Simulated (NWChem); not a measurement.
Extrapolating the CCSD correlation energy of hydrogen chloride (HCl)

```xyz
2

Cl     0.0000     0.0000     0.0716
H      0.0000     0.0000    -1.2180
```
Charge 0, spin multiplicity 1.

Program: NWChem. All single points use one geometry, from B3LYP/def2-SVP, a minimum by its harmonic frequencies.

The correlated methods keep 5 core orbitals frozen. Coupled-cluster values serve here as a point of comparison, not as the truth.

Worked example. The CCSD correlation energy is -222.90 mHa in cc-pVTZ and -241.58 mHa in cc-pVQZ. The form E(X) = E∞ + A/X³ turns the pair into an estimate of the basis-set limit.

E∞ = (4³·(-241.58) − 3³·(-222.90))/(4³ − 3³) = -255.2 mHa. The larger basis holds 95 % of that. This is a two-point estimate.
